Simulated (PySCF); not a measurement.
# The electron affinity along the second row

Calculated with PySCF 2.14 from differences of total energies of unrestricted determinants, without spin-orbit coupling. Values in eV. The last column holds reference values (measured affinities from photodetachment; the arrow runs from anion to atom). Unmarked ones compare directly (S terms, centres of terms, or small fine structure); those marked * lie between the lowest fine-structure levels and include a spin-orbit shift.

| element | configurations | UHF | CCSD (valence) | LDA | PBE0 | r2SCAN | HSE06 | reference |
| --- | --- | --- | --- | --- | --- | --- | --- | --- |
| Li (aug-cc-pVQZ, non-relativistic) | [He] 2s2 → [He] 2s1 | -0.123 | 0.616 | 0.590 | 0.495 | 0.447 | 0.490 | 0.618 |
| B (aug-cc-pVQZ, non-relativistic) | [He] 2s2 2p2 → [He] 2s2 2p1 | -0.305 | 0.176 | 0.741 | 0.477 | 0.585 | n/a | 0.280 |
| C (aug-cc-pVQZ, non-relativistic) | [He] 2s2 2p3 → [He] 2s2 2p2 | 0.452 | 1.160 | 1.806 | 1.415 | 1.487 | 1.411 | 1.262 |
| O (aug-cc-pVQZ, non-relativistic) | [He] 2s2 2p5 → [He] 2s2 2p4 | -0.572 | 1.242 | 2.060 | 1.387 | 1.506 | 1.393 | 1.461 |
| F (aug-cc-pVQZ, non-relativistic) | [Ne] → [He] 2s2 2p5 | 1.180 | 3.207 | 4.125 | 3.237 | 3.302 | 3.242 | 3.401 |

| method | elements | mean error (eV) | mean absolute error (eV) | largest error (eV) |
| --- | --- | --- | --- | --- |
| UHF | 5 | -1.278 | 1.278 | -2.221 |
| CCSD (valence) | 5 | -0.124 | 0.124 | -0.220 |
| LDA | 5 | 0.460 | 0.471 | 0.724 |
| PBE0 | 5 | -0.002 | 0.142 | 0.197 |
| r2SCAN | 5 | 0.061 | 0.169 | 0.305 |
| HSE06 | 4 | -0.051 | 0.126 | -0.159 |

The highest occupied level of the anion is positive for Li⁻ at LDA, PBE0, r2SCAN, HSE06; B⁻ at LDA, PBE0, r2SCAN; C⁻ at LDA, PBE0, r2SCAN, HSE06; O⁻ at LDA, PBE0, r2SCAN, HSE06; F⁻ at LDA, r2SCAN, HSE06, so there the basis helps to hold the electron.

Errors include the incompleteness of the basis and the frozen core.

"Valence" correlates the outer s and p shells and, in groups 3 to 12 and the f block, the outer d or f shell, open or full, or the next shell where the ion has no valence electron left; the wider scheme adds the next inner shell.
